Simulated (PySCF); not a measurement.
**CF2: adding exact exchange**

Base calculation in PySCF with density fitting and no spin–orbit coupling, PBE/def2-TZVP (no relativity): singlet, C2v, C–F 1.318 Å (×2); F–C–F 104.6°; wavenumbers 640, 1057, 1172 cm⁻¹; dipole moment 0.71 D, gap between the highest occupied and lowest empty levels 3.59 eV, polar-tensor charge of C 0.81 e, atomisation energy (no zero-point energy) 1159 kJ/mol.

Problem. What changes on going to PBE0/def2-TZVP (no relativity)?

Solution. The point group stays the same. Changes: mean bond to C -0.022 Å, smallest bond angle +0.2 degrees, highest wavenumber +90 cm⁻¹, lowest wavenumber +42 cm⁻¹, dipole moment -0.02 D, gap between the highest occupied and lowest empty levels +2.94 eV, polar-tensor charge of C +0.05 e, atomisation energy (no zero-point energy) -79 kJ/mol. The new structure has C–F 1.296 Å (×2); F–C–F 104.8°, with wavenumbers 682, 1160, 1262 cm⁻¹. Exact exchange shortens and stiffens the bonds and opens the gap, the usual pattern.

The structures come from searches over a few start shapes, so lower isomers are not excluded.
